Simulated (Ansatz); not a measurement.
Reaction (isomerisation): `FC1C=NC1` → `C=C=C(N)F`

Isolated molecules relaxed with PBE0-D4/def2-TZVP in Ansatz; ΔE leaves out vibrations. CBS: MP2 limit from def2 TZ/QZ plus the TZ coupled-cluster correction, frozen cores. Functionals use def2-TZVPP. HSE06 is defined as in plane-wave codes. One conformer a species, not always the lowest.

(1) Is it downhill or uphill in electronic energy at CCSD(T)/CBS, and by how much? (Estimate.)

(2) What do these levels give: B97M-V, HSE06-D4, BHLYP-D4, B2PLYP, HF/def2-SVP, HF/CBS(def2)? (Estimate.)

Largest T1 diagnostic among the species: 0.012.

Answers

(1) The calculation gave: Uphill: ΔE = +4.2 kcal/mol.

(2) Computed: B97M-V 0.2, HSE06-D4 2.7, BHLYP-D4 1.1, B2PLYP 0.9, HF/def2-SVP 3.3, HF/CBS(def2) 3.6 kcal/mol.

From BLYP to BHLYP (50 % exact exchange), in def2-TZVPP and without D4, ΔE moves by +5.4 kcal/mol. At CCSD(T), def2-SVP lies +1.7 kcal/mol from the extrapolated value and def2-TZVPP +0.7 kcal/mol. Leaving LDA and LC-ωPBE aside and taking each functional with its dispersion term where it has one, the values, not all of them listed here, spread over 10.2 kcal/mol, from BLYP-D4 to ωB97X-V.
